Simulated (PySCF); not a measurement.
Q: Write Cartesian coordinates for `n1cc(oc1)C` as optimised with CAM-B3LYP/def2-SVP.

A: 
```
atom  x, y, z in Å
C1    -1.754   -0.163    0.105
C2    -0.287    0.006   -0.019
C3     0.536    1.014   -0.408
N4     1.850    0.594   -0.320
C5     1.771   -0.616    0.107
O6     0.511   -1.046    0.314
H7    -2.041   -0.402    1.141
H8    -2.116   -0.980   -0.538
H9    -2.262    0.763   -0.191
H10    0.266    2.013   -0.745
H11    2.575   -1.319    0.317
```

Any rigid rotation of these coordinates is as good. Atoms count from 1 in this order. The C–C distances run from 1.358 Å (C2–C3, aromatic) to 1.482 Å (C1–C2, drawn single), a spread of 0.124 Å. N4 (pyridine-type nitrogen) is bent (angle 104.4°). The 2 C–N bonds span 1.285 Å (N4–C5, aromatic) to 1.383 Å (C3–N4, aromatic), a spread of 0.098 Å. The 5-membered ring C2–C3–N4–C5–O6 has internal angles of 104.4° to 114.2°; it is planar, 0.00 Å rms from its mean plane, widest ring torsion 0°.

Bonds between heavy atoms (Å): C1–C2 1.482, C2–C3 1.358, C3–N4 1.383, N4–C5 1.285, C5–O6 1.347, C2–O6 1.362.

Method used: CAM-B3LYP/def2-SVP geometry optimisation, gas phase in PySCF 2.14.0.

Point group: Cs (every atom within 0.08 Å of its image). Stationary, but not proved a minimum.

On one thread, Arm Neoverse V1 (aarch64), shared host with 32 logical CPUs at a one-minute load of 19, this took 22 s and 0.51 GiB of memory at its peak. That covers the optimisation of the geometry.
